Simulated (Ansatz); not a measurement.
Process, species as SMILES: C=O (CH2-O) → [CH]=O (CH-O) + H atom
B3LYP-D3(BJ)/def2-TZVP geometries, fixed; electronic energies without zero-point terms.
Largest species:
```
C
O 1 1.1989
H 1 1.1075 2 122.05
H 1 1.1075 3 115.91 2 180.00
```
Charge 0, spin multiplicity 1.

Core correlation in the bond dissociation energy at CCSD(T) with Ansatz (a first-principles code), in kcal/mol: frozen core against all electrons. Core-valence sets carry the plain set on hydrogen. Open shells are unrestricted.

```
basis      functions, most  frozen core  all electrons  core term (second minus first)
---------  ---------------  -----------  -------------  ------------------------------
cc-pVDZ                 38        90.00          90.21                            0.22
cc-pCVDZ                46        89.96          90.13                            0.17
cc-pVTZ                 88        94.10          95.26                            1.16
cc-pCVTZ               114        93.94          94.09                            0.15
cc-pwCVTZ              114        93.94          94.08                            0.14
cc-pVQZ                170        94.87          95.40                            0.54
cc-pwCVQZ              228        94.85          94.99                            0.14
cc-pCVQZ               228        94.85          94.99                            0.14
```

The largest core-valence set, cc-pCVQZ, gives a core term of 0.14 kcal/mol; the valence set cc-pVQZ, which lacks functions for the core, gives 0.54.
